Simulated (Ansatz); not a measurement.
**Hydrogen sulfide (H2S): vertical ionisation energy**

The task here is to estimate one member of a computed series from the others.

Computed with Ansatz 0.2.0, Gaussian basis. Level: unrestricted cation, the program's frozen cores in correlated methods.

The runs, in order: UKS PBE-D4/def2-TZVPP; UKS r2SCAN-D4/def2-TZVPP; UKS PBE0-D4/def2-TZVPP; UKS B3LYP-D4/def2-TZVPP; UKS wB97X-V/def2-TZVPP; UKS wB97M-V/def2-TZVPP; UKS B2PLYP/def2-TZVPP; UHF-CCSD(T)/def2-TZVPP; UHF-CCSD(T)/def2-QZVPP; extrapolation to the limit; then −ε(HOMO) from the neutral's earlier runs with LDA (SPW92), PBE-D4, revPBE-D4, BLYP-D4, r2SCAN-D4, B97M-V, PBE0-D4, B3LYP-D4, r2SCANh-D4, r2SCAN0-D4, HSE06-D4, BHLYP-D4, CAM-B3LYP-D4, LC-ωPBE, ωB97X-V, ωB97M-V.

### Structure used throughout

The geometry comes from an earlier relaxation with PBE0-D4 in a triple-zeta def2 set; it is a stationary point.

3 atoms, charge 0, spin multiplicity 1.

Atoms are counted from 1 here; the program's logs count them from 0.

Bond lengths: S1–H2 1.341 Å, S1–H3 1.341 Å. Angles: H2–S1–H3 92.3°.

Coordinates:

```
S     0.49550   -0.28065    0.24388
H     0.09793    0.99771    0.16237
H    -0.59343   -0.71707   -0.40626
```

The first run:

File in.yaml:

```yaml
crystal:
  periodic: [false, false, false]
  atoms:
    - {symbol: S, position_ang: [0.495498, -0.280650, 0.243885]}
    - {symbol: H, position_ang: [0.097931, 0.997712, 0.162375]}
    - {symbol: H, position_ang: [-0.593428, -0.717071, -0.406260]}
basis:
  gaussian: {orbitals: def2-TZVPP}
total_charge: 1
magnetization: {spin_polarized: true, initial_magnetization: 1}
hamiltonian: {xc: pbe, dispersion: d4}
```

Steps of the session up to this table: Cation, UKS PBE-D4/def2-TZVPP; Cation, UKS r2SCAN-D4/def2-TZVPP; Cation, UKS PBE0-D4/def2-TZVPP; Cation, UKS B3LYP-D4/def2-TZVPP; Cation, UKS wB97X-V/def2-TZVPP; Cation, UKS wB97M-V/def2-TZVPP; Cation, UKS B2PLYP (frozen core)/def2-TZVPP; Cation, UHF-CCSD(T)/def2-TZVPP; Cation, UHF-CCSD(T)/def2-QZVPP.

One table of the session follows, with a row left open; its other results are not shown here.

Orbital estimates, from the neutral's runs:

```
  functional  −ε(HOMO) (eV)
 LDA (SPW92)           6.30
      PBE-D4           6.20
   revPBE-D4           6.16
     BLYP-D4           6.04
   r2SCAN-D4           6.49
      B97M-V           6.56
     PBE0-D4           7.49
    B3LYP-D4              ?
  r2SCANh-D4           6.97
  r2SCAN0-D4           7.68
    HSE06-D4           7.08
    BHLYP-D4           8.62
CAM-B3LYP-D4           8.87
     LC-ωPBE          10.34
     ωB97X-V           9.93
     ωB97M-V           9.74
```

Estimate the missing values for B3LYP-D4.

Worked estimate for «−ε(HOMO) (eV)». Against the share of exact exchange, BLYP-D4 (0, 6.04), BHLYP-D4 (0.5, 8.62) give a slope of 5.16 per unit share; at 0.2 the line stands at 7.07.

The run gave: −ε(HOMO) (eV): 7.23. In «−ε(HOMO) (eV)» the line misses by -0.16.
